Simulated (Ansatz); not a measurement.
CH₇BSi, SMILES `BC[SiH3]` at its PBE0-D4/def2-TZVP geometry, where that method's forces vanish. The species carries charge 0 and has multiplicity 1.

```xyz
10

B    -1.3228   -0.2904   -0.7094
C     0.1832   -0.5485   -0.5956
Si    0.8023    0.5244    0.8403
H    -2.1027   -0.9295   -0.0622
H    -1.7389    0.6025   -1.3912
H     0.7752   -0.2209   -1.4553
H     0.4577   -1.5676   -0.3066
H     0.1523    0.1272    2.1157
H     2.2708    0.3406    0.9743
H     0.5230    1.9621    0.5901
```

What forces (eV/Å) does ωB97M-V/def2-TZVPP give on these atoms in Ansatz? (Best estimate.)

Ansatz gave: 
```
B1  -0.163  0.014 -0.030
C2   0.089 -0.009  0.014
Si3  0.083  0.073  0.109
H4   0.102  0.082 -0.077
H5   0.055 -0.109  0.091
H6  -0.054 -0.029  0.061
H7  -0.029  0.077 -0.028
H8   0.067  0.043 -0.148
H9  -0.176  0.022 -0.015
H10  0.026 -0.165  0.023
```
